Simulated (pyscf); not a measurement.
Thermochemistry of product channels of H₃C–Si:–CH₃ [singlet] + Cl atom (Cl•) on the doublet surface, in kJ/mol, from ωB97M-D3(BJ)/def2-TZVP energies (ideal gas, 1 atm, RRHO with modes under 100 cm⁻¹ raised to 100, one conformer, R ln 2 for chiral ones without a mode under 150 cm⁻¹). Structures and frequencies: ωB97X-D3(BJ)/def2-SVP in PySCF.

| products | ΔE | ΔH(298 K) | ΔG(600 K) | ΔG(1200 K) |
|---|---|---|---|---|
| H₃C–Si•(CH₃)–Cl | -368.8 | -362.2 | -292.9 | -223.4 |
| methyl (CH₃•) + H₃C–Si:–Cl [singlet] | … | -135.6 | -157.1 | -176.5 |
| chloromethane (H₃C–Cl) + [H₂C=SiH]• | +28.5 | +20.2 | +2.6 | -9.3 |
| •H₂C–SiH(CH₃)–Cl | … | -330.8 | -264.3 | -200.7 |
| H₃C–SiH•–CH₂–Cl | -186.8 | -185.8 | -114.0 | … |

Q: Some entries are withheld; supply them.

A: 
- methyl (CH₃•) + H₃C–Si:–Cl [singlet], ΔE: -125.6
- •H₂C–SiH(CH₃)–Cl, ΔE: -326.5
- H₃C–SiH•–CH₂–Cl, ΔG(1200 K): -42.2

The channel to H₃C–Cl + [H₂C=SiH]• turns favourable between 298 and 1200 K (ΔG from +10.8 kJ/mol to -9.3 kJ/mol).

These are energies of the channels, which say nothing of barriers. H₃C–Si:–CH₃ [singlet] lies 30.9 kJ/mol over its isomer H₂C=CH–SiH₃ (electronic energy, ωB97M-D3(BJ)/def2-TZVP). Left out: orbital degeneracy and the spin-orbit lowering of Cl.
